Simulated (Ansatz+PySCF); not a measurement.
The numbers below are computed, except where a source is named.
## Several solutions for singlet CH₃N

```xyz
5

C    -0.0008   -0.0538   -0.5842
N    -0.0025   -0.0770    0.6895
H     0.0057    0.8886    1.0650
H     0.0093   -0.9926   -1.1369
H    -0.0026    0.8638   -1.1980
```

Basis set: def2-SVP (spherical functions). Charge 0, multiplicity 1.

CASSCF(2,2) was run from several starts with Ansatz (development build ahead of 0.2.0) and PySCF 2.14.0. The starts are those of the Hartree–Fock orbitals from which the active space was taken at the frontier.

```csv
run,program,start,converged,energy (hartree),<S²>
A,Ansatz,"atomic start, no search",yes,-93.99197,0.00
B,PySCF,program defaults,yes,-93.96481,0.00
C,Ansatz,stability test followed,yes,-93.99197,0.00
D,Ansatz,search for the lowest state,yes,-93.99197,0.00
```

Problem. Which runs reached the lowest solution of this kind, and what is wrong with the others?

Solution. A, C, D reached the lowest solution found. Converged but too high: B by 0.74 eV. Convergence only shows a stationary point; in CASSCF the end hangs on which orbitals enter the active space. Caution: other starts end on other solutions of this active space.
